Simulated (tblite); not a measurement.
C₃H₂NO (doublet state).
SMILES with atom numbers: `[C:1]#[C:2][C:3]([NH2:4])=[O:5]` (hydrogens: H6, H7 on N4)
Bond orders are those of one Lewis drawing.

Computed with GFN2-xTB (tblite), gas phase: L-BFGS steps from a force-field or distance-geometry start until the largest atomic force falls under 0.01 eV/Å.

Step 9: E = -387.4769 eV
```
atom  x, y, z in Å  |  force x, y, z in eV/Å
C1      2.2884   -0.4066   -0.9885   -0.154   0.006   0.056
C2      1.2766    0.0030   -0.4894    0.146  -0.196  -0.108
C3      0.0590    0.5143    0.1243   -0.036   0.026   0.031
N4     -0.9396   -0.3788    0.2366   -0.014   0.032   0.016
O5     -0.0008    1.6621    0.4895   -0.041   0.134   0.047
H6     -1.7936   -0.0522    0.6592   -0.069  -0.024   0.021
H7     -0.8867   -1.3369   -0.0587    0.168   0.021  -0.063
```

Step 10: E = -387.4801 eV
```
atom  x, y, z in Å  |  force x, y, z in eV/Å
C1      2.2849   -0.4085   -0.9880   -0.025  -0.051  -0.009
C2      1.2722   -0.0054   -0.4898   -0.071  -0.048   0.019
C3      0.0553    0.5201    0.1280    0.083  -0.111  -0.064
N4     -0.9399   -0.3794    0.2367    0.039   0.099   0.018
O5      0.0005    1.6683    0.4903   -0.070   0.071   0.043
H6     -1.7939   -0.0528    0.6593   -0.087  -0.072   0.013
H7     -0.8758   -1.3375   -0.0634    0.131   0.113  -0.021
```

Step 11: E = -387.4819 eV
```
atom  x, y, z in Å  |  force x, y, z in eV/Å
C1      2.2822   -0.4105   -0.9878    0.037  -0.080  -0.040
C2      1.2686   -0.0116   -0.4899   -0.156   0.033   0.076
C3      0.0542    0.5234    0.1297    0.099  -0.113  -0.076
N4     -0.9397   -0.3785    0.2370    0.045   0.113   0.022
O5      0.0002    1.6722    0.4911   -0.059  -0.003   0.020
H6     -1.7955   -0.0543    0.6595   -0.065  -0.097  -0.003
H7     -0.8667   -1.3357   -0.0667    0.099   0.147   0.001
```

Step 12: E = -387.4848 eV
```
atom  x, y, z in Å  |  force x, y, z in eV/Å
C1      2.2769   -0.4152   -0.9876    0.074  -0.100  -0.059
C2      1.2617   -0.0222   -0.4897   -0.181   0.126   0.113
C3      0.0536    0.5282    0.1319    0.068  -0.064  -0.057
N4     -0.9390   -0.3749    0.2381    0.036   0.070   0.015
O5     -0.0013    1.6776    0.4926   -0.012  -0.080  -0.017
H6     -1.7994   -0.0592    0.6597   -0.023  -0.113  -0.025
H7     -0.8493   -1.3294   -0.0721    0.038   0.162   0.030
```

Question: Estimate the geometry and energy of step 13. (The exact step hangs on the optimiser's Hessian estimate; all steps are aligned on step 12, rigid shifts and turns removed.)

Answer: E = -387.4865 eV, largest force 0.187 eV/Å
```
atom  x, y, z in Å  |  force x, y, z in eV/Å
C1      2.2728   -0.4193   -0.9876    0.039  -0.090  -0.042
C2      1.2568   -0.0281   -0.4889   -0.096   0.138   0.083
C3      0.0542    0.5305    0.1325    0.010  -0.001  -0.017
N4     -0.9381   -0.3714    0.2392    0.007   0.036   0.015
O5     -0.0027    1.6799    0.4934    0.032  -0.074  -0.031
H6     -1.8027   -0.0645    0.6594    0.006  -0.101  -0.032
H7     -0.8370   -1.3222   -0.0751    0.002   0.092   0.024
```

The energy changes by -0.0018 eV. The first-order estimate −F·Δx gives -0.0025 eV and the mean of the old and new forces, exact on a quadratic surface, -0.0018 eV. The step makes an angle of 70° with the force vector and moves no atom by more than 0.015 Å.

What follows is the cost of the whole relaxation. The run took under 0.1 s wall on one thread, Arm Neoverse V1 (aarch64), no GPU, shared host with 32 logical CPUs at a one-minute load of 8.7.
